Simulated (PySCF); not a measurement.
C5H9F.
Numbering: `[CH3:1]/[CH:2]=[C:3](/[F:4])[CH2:5][CH3:6]` (hydrogens: H7, H8, H9 on C1; H10 on C2; H11, H12 on C5; H13, H14, H15 on C6)

The same species was optimised twice, with GFN2-xTB and with PBE0-D3(BJ)/def2-SVP (PySCF), and the same property calculations (PySCF, gas phase) were run on both structures.

```csv
coordinate,GFN2-xTB,PBE0-D3(BJ)/def2-SVP,change
C3–F4 (Å),1.364,1.347,-0.017
C2=C3 (Å),1.323,1.334,+0.011
C3–C5 (Å),1.495,1.490,-0.005
C5–C6 (Å),1.531,1.526,-0.005
C1–C2 (Å),1.491,1.492,+0.001
C3–C5–C6 (°),110.9,112.8,+1.9
C2–C3–F4 (°),117.5,118.3,+0.8
C1–C2–C3 (°),126.4,126.9,+0.5
F4–C3–C5 (°),112.0,111.5,-0.5
C2–C3–C5 (°),130.5,130.2,-0.3
C2–C3–C5–C6 (°),99,119,+20
```

Rotational constants: A = 4384, B = 2729, C = 1884 MHz (GFN2-xTB) against A = 4976, B = 2490, C = 1821 MHz (PBE0-D3(BJ)/def2-SVP). Point groups within 0.08 Å: C1 and C1. Atoms that the bonding makes alike are paired by their places after alignment.

On the GFN2-xTB structure: HOMO (eV) -6.86 [PBE0/pcSseg-1]; LUMO (eV) 0.75 [PBE0/pcSseg-1]; dipole (D) 1.84 [PBE0/pcSseg-1]; GIAO shielding of C1 (ppm) 172.9 [PBE0/pcSseg-1]; GIAO shielding of C2 (ppm) 80.1 [PBE0/pcSseg-1]; GIAO shielding of C3 (ppm) 14.4 [PBE0/pcSseg-1]; GIAO shielding of F4 (ppm) 273.9 [PBE0/pcSseg-1]; GIAO shielding of C5 (ppm) 160.9 [PBE0/pcSseg-1]; GIAO shielding of C6 (ppm) 171.5 [PBE0/pcSseg-1].

Problem. What do these properties become on the PBE0-D3(BJ)/def2-SVP structure?

Solution. 
```tsv
property	level	on GFN2-xTB	on PBE0-D3(BJ)/def2-SVP	change
HOMO (eV)	PBE0/pcSseg-1	-6.86	-6.82	+0.04
LUMO (eV)	PBE0/pcSseg-1	0.75	0.71	-0.04
dipole (D)	PBE0/pcSseg-1	1.84	1.70	-0.14
energy, GFN2-xTB geometry as zero (kcal/mol)	PBE0/pcSseg-1	0.0	-0.8	-0.8
GIAO shielding of C1 (ppm)	PBE0/pcSseg-1	172.9	170.9	-2.0
GIAO shielding of C2 (ppm)	PBE0/pcSseg-1	80.1	78.8	-1.3
GIAO shielding of C3 (ppm)	PBE0/pcSseg-1	14.4	14.9	+0.5
GIAO shielding of F4 (ppm)	PBE0/pcSseg-1	273.9	281.2	+7.3
GIAO shielding of C5 (ppm)	PBE0/pcSseg-1	160.9	161.1	+0.2
GIAO shielding of C6 (ppm)	PBE0/pcSseg-1	171.5	171.4	-0.1
```

The heavy atoms differ by 0.147 Å rms after alignment. Among bonds between heavy atoms C3–F4 changes most (-0.017 Å). Changes are differences of the printed values. Neither structure is proved a minimum here.

Conformer computed: `[CH3:1]/[CH:2]=[C:3](/[F:4])[CH2:5][CH3:6]`: C2–C3–C5–C6 119°.
